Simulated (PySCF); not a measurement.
Gas-phase reaction: 3 O2 + 2 CS2 → 2 COS + 2 SO2

Computed with PySCF and rigid-rotor harmonic-oscillator thermochemistry at 1 bar. 'Table' is the NASA 1993 thermochemical table (part measured, part estimated). † marks an energy on the PBE0/def2-TZVP geometry and frequencies; other levels use their own. CCSD(T) freezes the core. 6-31G* has spherical d functions here. Open shells (unrestricted): O2 (multiplicity 3); the rest are closed-shell singlets. CCSD(T) isn't extrapolated to the basis-set limit. Warning, large T1 diagnostic: SO2 (CCSD(T)/def2-TZVPP†).

Levels: a) PBE/def2-SVP; b) HF/6-31G*; c) PBE0/def2-TZVP; d) CCSD(T)/def2-TZVPP†; e) PBE0/def2-SVP†.

Question: Order the levels by the distance of their ΔH°(298 K) from the table for this reaction, closest first.

Answer: d (+64 kJ), c (+124 kJ), a (+297 kJ), e (+349 kJ), b (+487 kJ)

The table gives -1104 kJ. The order holds for this reaction alone, and for the 1993 entries, some of which have been revised since.
